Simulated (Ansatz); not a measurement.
Input for Ansatz (development build ahead of 0.2.0):

```yaml
crystal:
  periodic: [false, false, false]
  atoms:
    - { symbol: C, position_ang: [0.49561, 0.00622, 0.00635] }
    - { symbol: H, position_ang: [1.11638, 0.64394, 0.65456] }
    - { symbol: H, position_ang: [1.11498, -0.63887, -0.63998] }
    - { symbol: F, position_ang: [-0.28075, 0.77993, -0.7807] }
    - { symbol: F, position_ang: [-0.29426, -0.77722, 0.78159] }
basis:
  gaussian: { orbitals: STO-3G }
hamiltonian:
  xc: hf
correlation:
  method: mp2
  frozen_orbitals: { C: 1, F: 1, H: 0 }
```

The input is written out in the form of the current development build from the run's settings.

Output:

```json
{
  "Converged": "yes",
  "Reference energy": "-234.62555 hartree",
  "Correlation energy": "-0.08119 hartree",
  "Total energy": "-234.70674 hartree",
  "Spin squared of the determinant": "0.000"
}
```
